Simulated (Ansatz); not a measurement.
# HGa–C–O, triplet: reading a ladder of total energies

Geometry: a PBE0/def2-TZVP stationary point for this spin, not checked as a minimum.

```xyz
4

Ga    0.0000   -0.0426    0.7222
C     0.0000    0.1356   -1.2030
O     0.0000    0.0054   -2.3455
H     0.0000    1.2439    1.6068
```

Basis cc-pVDZ; Ansatz 0.2.0. Correlated methods freeze the noble-gas cores and the filled d shells of p-block atoms, which leaves 14 electrons in 44 orbitals. R marks a restricted (for open shells ROHF) determinant, U an unrestricted one. No spin–orbit coupling is included, and no scalar relativity.

Full CI isn't at hand for all of this; UCCSDT(Q) serves as the reference, and is uncertain by the last step of the cluster series or more.

UCCSD has a T1 diagnostic of 0.024 and a largest doubles amplitude of 0.06.

Runs differ by some tens of microhartree through their thresholds and, for an open shell, their frozen cores, so steps under 0.03 kcal/mol mean nothing.

Here the R and U totals at CCSDT(Q) differ by 0.36 kcal/mol, a measure of how far such totals hang on the determinant and its frozen core.

```
    level  total energy (hartree)
      UHF            -2036.473248
     UMP2            -2036.813859
    UCCSD            -2036.831115
 UCCSD(T)            -2036.844976
   UCCSDT            -2036.846101
UCCSDT(Q)            -2036.847545
```

Task: What is the correlation energy at UCCSDT(Q), and what share of it do UMP2 and UCCSD recover?

Result: E(corr) = -2036.847545 − (-2036.473248) = -0.374297 hartree = -10.185 eV. UMP2: -0.340611 / -0.374297 = 91.00 %. UCCSD: -0.357867 / -0.374297 = 95.61 %.

Task: By how many kcal/mol does UCCSD(T) miss UCCSDT(Q) (1 hartree = 627.509 kcal/mol), and which steps make up the rest?

Result: -2036.844976 − (-2036.847545) = 0.002569 hartree = 1.61 kcal/mol. Steps: UCCSDT − UCCSD(T) = -0.71, UCCSDT(Q) − UCCSDT = -0.91 kcal/mol. Differences between like states or geometries often cancel part of this.
